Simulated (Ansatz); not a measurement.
# AlH4N: the cost of one run

The runs use Ansatz 0.2.0, Gaussian basis; PBE0-D4/def2-TZVP structures, single points in def2-TZVPP, no counterpoise correction.

Levels: SPW92, PBE-D4, BLYP-D4, r2SCAN-D4, B97M-V, PBE0-D4, B3LYP-D4, r2SCAN0-D4, BHLYP-D4, CAM-B3LYP-D4, wB97X-V, wB97M-V, B2PLYP, PBE-QIDH, RPA on PBE, Hartree-Fock, MP2, CCSD, CCSD(T).

Cores are frozen in the correlated methods. B3LYP uses VWN-RPA correlation. B2PLYP carries no dispersion term here.

78 further runs of the same task are left out: 78 set aside as unsound or not needed.

## (1) Starting geometry

The complex: 8 atoms, charge 0, spin multiplicity 1.

Atoms are counted from 1 here; the program's logs count them from 0.

Bond lengths: Al1–H3 1.584 Å, Al1–H4 1.583 Å, Al1–N6 1.769 Å, H2–H5 0.750 Å, N6–H7 1.007 Å, N6–H8 1.007 Å. Angles: H3–Al1–H4 123.9°, H3–Al1–N6 118.0°, H4–Al1–N6 118.0°, Al1–N6–H7 124.9°, Al1–N6–H8 124.9°, H7–N6–H8 110.2°.

As a file:

```xyz
8

Al   -0.6782   -0.4778   -0.1706
H     0.0620    1.7118   -1.5437
H    -0.4424   -1.2468   -1.5346
H    -1.9901    0.3424    0.1667
H     0.5845    1.6501   -1.0092
N     0.5550   -0.6256    1.0894
H     1.4119   -1.1467    0.9982
H     0.4972   -0.2075    2.0037
```

Its parts: AlNH4 holds atoms 1, 3, 4, 6, 7, 8; H2 holds atoms 2, 5. Each part counts its atoms afresh in its own runs.

## (2) Relaxing AlNH4 alone

relax-a/in.yaml

```yaml
crystal:
  periodic: [false, false, false]
  atoms:
    - {symbol: Al, position_ang: [-0.678177, -0.477819, -0.170553]}
    - {symbol: H, position_ang: [-0.442373, -1.246826, -1.534558]}
    - {symbol: H, position_ang: [-1.990056, 0.342371, 0.166660]}
    - {symbol: N, position_ang: [0.555041, -0.625571, 1.089412]}
    - {symbol: H, position_ang: [1.411896, -1.146681, 0.998217]}
    - {symbol: H, position_ang: [0.497179, -0.207452, 2.003689]}
basis:
  gaussian: {orbitals: def2-TZVP}
hamiltonian: {xc: pbe0, dispersion: d4}
relax: {f_tol: 0.005, max_steps: 200}
```

The run is started by

```
$ ansatz run in.yaml --threads 2 --pin off --events-out ev --progress --plain --max-ram 4352MiB
```

**Question.** How long does this run take on 2 threads of Intel Xeon 6975P-C, shared host?

About 3.3 s.
